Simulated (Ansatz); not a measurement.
# What a trial cell of NaC3 relaxes into

Level of theory: DFT PBE, scalar-relativistic, plane waves, PAW in Ansatz. Cutoff 420 eV, Γ-centred k mesh, Gaussian smearing, no spin polarisation in the final step.

NaC3 was placed on the sites of a reported TmCd3 cell (Cmcm, No. 63), with Na in place of Tm, C in place of Cd, at a guessed volume.

```yaml
crystal:
  lattice:
    - [2.72603, -4.07466, 0.00000]
    - [2.72603, 4.07466, 0.00000]
    - [0.00000, 0.00000, 3.68051]
  atoms:
    - { symbol: Na, position: [0.63210, 0.36790, 0.25000] }
    - { symbol: Na, position: [0.36790, 0.63210, 0.75000] }
    - { symbol: C, position: [0.17510, 0.82490, 0.25000] }
    - { symbol: C, position: [0.82490, 0.17510, 0.75000] }
    - { symbol: C, position: [0.11790, 0.30790, 0.25000] }
    - { symbol: C, position: [0.88210, 0.69210, 0.75000] }
    - { symbol: C, position: [0.30790, 0.11790, 0.75000] }
    - { symbol: C, position: [0.69210, 0.88210, 0.25000] }
```

Cell and atoms relax at zero pressure; the relaxation can't lower the symmetry of the start. After a coarse first stage the cell is made exact in the group found at 0.06 Å.

Energies over the elements count from the elements' standard structures at the same level, with no empirical corrections.

Problem. Which crystal results?

Solution. It keeps Cmcm (No. 63), but not the shape of the type it started on. Conventional cell: a = 5.134 Å, b = 10.143 Å, c = 3.760 Å. Around Na lie 8 C at 2.70–2.77 Å and 2 C at 3.08 Å; C on Wyckoff site c (2 atoms of the primitive cell) is coordinated by 2 C at 1.58 Å and 6 C at 2.07–2.08 Å; around C on Wyckoff site g (4 atoms of the primitive cell) lie 1 C at 1.40 Å and 1 C at 1.58 Å.

```
Na C
1.0
     2.56718   -5.07172    0.00000
     2.56718    5.07172    0.00000
     0.00000    0.00000    3.76043
Na C
2 6
Direct
  0.64635 0.35365 0.25000
  0.35365 0.64635 0.75000
  0.04419 0.95581 0.25000
  0.95581 0.04419 0.75000
  0.04057 0.23135 0.25000
  0.95943 0.76865 0.75000
  0.23135 0.04057 0.75000
  0.76865 0.95943 0.25000
```

Problem. What are its volume, energy, density and gap?

Solution. The volume per atom is 12.24 Å³, the density is 2.00 g/cm³ and the energy over the elements is 1.74 eV/atom. The gap on the 8×8×10 mesh is 0 eV (a metal).

The final run used a 8×8×10 mesh on its 8-atom cell and 0.10 eV smearing. For metals, differences of a few meV/atom aren't resolved. Symmetry constrained the relaxation, so the result can be a saddle point.

Cost: 3 runs of about 4.7 core-minutes in all, on Arm Neoverse V1 (shared hosts).